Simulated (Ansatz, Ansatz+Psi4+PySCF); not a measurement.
```yaml
atoms:
  - { symbol: Al, position_ang: [0.0000, 0.0000, -1.1978] }
  - { symbol: P, position_ang: [0.0000, 0.0000, 1.1978] }
```

Basis set: cc-pV(T+d)Z (spherical functions). Frozen core: 10 orbitals. Correlation on ROHF uses semicanonical orbitals with singles. Charge 0, multiplicity 3.

Computed with Ansatz (development build ahead of 0.2.0); the reference of a correlated method needn't be the lowest determinant of its kind.

Task: Give the atomization energy at this shape (free ground-state atoms in the same class of orbitals less the molecule, no zero-point energy) of triplet AlP by UHF-BCCD(T), ROHF-CCSD(T).

Result:

```csv
method,atomization energy
UHF-BCCD(T),2.04 eV
ROHF-CCSD(T),2.04 eV
```

Caution: the reference determinant was not shown to be the lowest.
